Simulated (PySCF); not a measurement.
Monofluorosilane, FH₃Si.
Numbering: `[F:1][SiH3:2]` (hydrogens: H3, H4, H5 on Si2)

Computed with PySCF at PBE0/pcSseg-1, non-relativistic, on one gas-phase PBE0-D3(BJ)/def2-SVP geometry that isn't relaxed in the solvent. The solvent is an IEF-PCM continuum (Bondi radii, 1.10 Å for H, scaled by 1.2). Only the electrostatic response of the medium enters.

Gas phase at PBE0/pcSseg-1: HOMO -9.82 eV, LUMO 0.09 eV, dipole 1.55 D.

Question: What does the continuum do to the energy, the frontier levels and the dipole at PBE0/pcSseg-1 in chloroform?

Answer: 
```json
{"solvent": "chloroform", "ε": "4.711", "E(solvent) − E(gas) (kcal/mol)": "-1.17", "polarisation term (kcal/mol)": "-1.27", "distortion of the solute (kcal/mol)": "0.10", "HOMO (eV)": "-9.67", "LUMO (eV)": "0.22", "dipole (D)": "1.73"}
```

Polarisation term: ½ Σ q·V over the induced surface charges. Distortion: the rise of the solute's own energy as its density leaves the gas-phase optimum.

Question: Which radius a makes the point-dipole formula ΔE = −[(ε − 1)/(2ε + 1)]·μ²/a³ give the value in chloroform, with the gas-phase dipole?

Answer: μ = 0.610 au and |ΔE| = 0.00186 Eh give a = 2.19 Å; the farthest nucleus lies 1.58 Å from the centroid of the nuclei. The formula assumes a rigid point dipole at the centre of a sphere.

Question: Which Hirshfeld charges (PBE0/pcSseg-1) respond most in chloroform (means over atoms taken as equivalent)?

Answer: 
| atoms | environment | gas (e) | solvent (e) | change |
| --- | --- | --- | --- | --- |
| F1 | silicon-bound fluorine | -0.212 | -0.222 | -0.010 |
| Si2 | fluorine-bound silicon | +0.424 | +0.427 | +0.003 |
| H3/H4/H5 | Si–H hydrogen | -0.071 | -0.068 | +0.003 |

Question: Which Mayer bond orders change most in chloroform?

Answer: 
```
  bond  length (Å)    gas  solvent  change
F1–Si2       1.625  0.902    0.880  -0.022
Si2–H4       1.489  0.918    0.922  +0.004
Si2–H3       1.489  0.919    0.922  +0.003
Si2–H5       1.489  0.919    0.922  +0.003
```

On one thread of an Arm Neoverse V2, shared host with 32 logical CPUs at a one-minute load of 9.8, this took 1.5 s of wall time and 0.30 GiB of memory at its peak. This is the whole shielding run at PBE0/pcSseg-1 in chloroform, SCF included.
